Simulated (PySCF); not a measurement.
Zinc-blende BP: correlation energy from several methods in one and the same small orbital space (PySCF; 2 atoms at the zone centre, 8 electrons in 58 orbitals, empty ones MP2 natural orbitals of a TZ basis, lattice constant set to 4.538 Å). It tests the methods against each other and lies far from the crystal's limit.

CCSDT(Q) gives -3.1652 eV per atom.

**Question.** What share of it do MP2, CCSD, CCSD(T), CCSDT recover?

**Answer.** MP2 70.9 %; CCSD 94.4 %; CCSD(T) 98.4 %; CCSDT 99.7 %.

| method | E_corr (eV per atom) | share of CCSDT(Q) (%) | difference (meV) |
|---|---|---|---|
| MP2 | -2.2446 | 70.9 | 921 |
| CCSD | -2.9894 | 94.4 | 176 |
| CCSD(T) | -3.1155 | 98.4 | 50 |
| CCSDT | -3.1558 | 99.7 | 9 |
| CCSDT(Q) | -3.1652 | 100.0 | 0 |

MP2, (T) and (Q) use filled levels shifted down by the Madelung term, which in so small a cell is a large part of the gap, so these rows hang on it.

CCSDT(Q) is the highest level reached here, not an exact value.
